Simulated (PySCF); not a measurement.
Planning a shielding job on cyclopropenone, `c1cc1=O`.

Method: GIAO PBE0/pcSseg-1 NMR shielding, non-relativistic, gas phase (PySCF 2.14.0, density-fitted response routines). Geometry: GFN2-xTB. Work: shieldings, ring-centre shieldings, charges and field gradients, density fitting. The input is one job of a driver script: a line of settings, then coordinates in Å.

Input:
```
{"job": {"kind": "nmr", "xc": "PBE0", "basis": "pcSseg-1"}, "charge": 0, "multiplicity": 1}
O      2.018723    -0.273985     0.064438
C      0.840768    -0.113796     0.024307
C     -0.499742    -0.612313    -0.031861
C     -0.319116     0.724268    -0.003269
H     -1.226229    -1.393559    -0.069659
H     -0.811283     1.671376    -0.005530
```

Hardware: an Arm Neoverse N1 with one thread (shared host).

Task: How large is the basis?

Result: 78 functions for 28 electrons, with 402 fitting functions; the fitted three-index integrals, 402 × 78 × 79/2 numbers of 8 bytes, come to 9.4 MiB.

Task: Estimate the wall time.

Result: About 5.4 s. The SCF took 12 cycles.

Task: At this speed, how long would 100 such jobs take on 96 cores, one job a core?

Result: 100/96 gives 2 rounds of 5.4 s, about 11 s of wall time and 0.15 core-hours, if the jobs don't slow each other.

The SCF part of the output:
```
coarse grid: 5584 points
cycle   1  E = -190.2596466987  dE =  8.859e-01  |g| = 7.435e-01  |ddm| = 2.340e+00
cycle   2  E = -189.8305734654  dE =  4.291e-01  |g| = 1.647e+00  |ddm| = 2.902e+00
cycle   3  E = -190.3704667005  dE = -5.399e-01  |g| = 9.695e-02  |ddm| = 2.124e+00
cycle   4  E = -190.3724387659  dE = -1.972e-03  |g| = 4.022e-02  |ddm| = 1.300e-01
cycle   5  E = -190.3728338543  dE = -3.951e-04  |g| = 3.475e-03  |ddm| = 3.431e-02
cycle   6  E = -190.3728361368  dE = -2.282e-06  |g| = 7.514e-04  |ddm| = 4.741e-03
final grid: 55576 points
cycle   7  E = -190.4076073631  dE =  4.013e-06  |g| = 1.129e-02  |ddm| = 1.860e-02
cycle   8  E = -190.4075359400  dE =  7.142e-05  |g| = 2.257e-02  |ddm| = 3.041e-02
cycle   9  E = -190.4076312590  dE = -9.532e-05  |g| = 8.856e-04  |ddm| = 2.159e-02
cycle  10  E = -190.4076314382  dE = -1.792e-07  |g| = 1.186e-04  |ddm| = 9.906e-04
cycle  11  E = -190.4076314402  dE = -2.029e-09  |g| = 5.960e-05  |ddm| = 1.273e-04
cycle  12  E = -190.4076314410  dE = -8.312e-10  |g| = 1.418e-05  |ddm| = 6.264e-05
converged SCF energy = -190.4076314410
```

On the final grid dE counts from the start density on that grid.

The host was shared with other jobs, so the times are rough.
